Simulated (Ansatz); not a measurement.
**CCl₂F radical: small, medium and large basis sets**

How large a basis does CCl₂F radical need? Two functionals are run in growing sets.

Program: Ansatz 0.2.0, Gaussian basis. Level of theory: one geometry, several basis sets. These are calculated values, not measurements.

Levels to be run: PBE0-D4/def2-SVP; ωB97M-V/def2-SVP; PBE0-D4/def2-QZVPP; ωB97M-V/def2-QZVPP; the functionals' def2-TZVPP values are taken from earlier runs.

## 1. The geometry

All runs share one geometry, relaxed beforehand with PBE0-D4 in a triple-zeta def2 set.

4 atoms, charge 0, spin multiplicity 2.

Atoms are counted from 1 here; the program's logs count them from 0.

Bond lengths: F1–C2 1.320 Å, C2–Cl3 1.708 Å, C2–Cl4 1.708 Å. Angles: F1–C2–Cl3 113.5°, F1–C2–Cl4 113.5°, Cl3–C2–Cl4 117.7°.

As a file:

```xyz
4
charge 0, multiplicity 2
F     1.2059   -0.0785    0.6474
C    -0.0372    0.1076    0.2429
Cl   -0.9338   -1.3399    0.1080
Cl   -0.1794    1.2505   -1.0185
```

## 2. PBE0-D4 in def2-SVP

The input, in.yaml:

```yaml
crystal:
  periodic: [false, false, false]
  atoms:
    - {symbol: F, position_ang: [1.205854, -0.078500, 0.647358]}
    - {symbol: C, position_ang: [-0.037166, 0.107620, 0.242896]}
    - {symbol: Cl, position_ang: [-0.933799, -1.339874, 0.108032]}
    - {symbol: Cl, position_ang: [-0.179389, 1.250455, -1.018485]}
basis:
  gaussian: {orbitals: def2-SVP}
magnetization: {spin_polarized: true, initial_magnetization: 1}
hamiltonian: {xc: pbe0, dispersion: d4}
output: {orbitals: {seedname: orbitals}}
```

Further steps of the session: ωB97M-V in def2-SVP; PBE0-D4 in def2-QZVPP; ωB97M-V in def2-QZVPP.

**Question.** What will the summary of the whole plan be? Wanted: PBE0-D4: double and triple zeta above quadruple; ωB97M-V: double and triple zeta above quadruple.

**Answer**, as computed:

```
                                       quantity           value
PBE0-D4: double and triple zeta above quadruple  14.20, 0.93 eV
ωB97M-V: double and triple zeta above quadruple  14.12, 0.89 eV
```

**Reading.** PBE0-D4 gains 13.27 eV from double to triple zeta, then 0.93 eV more. These are total energies; as a rule much of such shifts cancels in differences, which this series doesn't test.
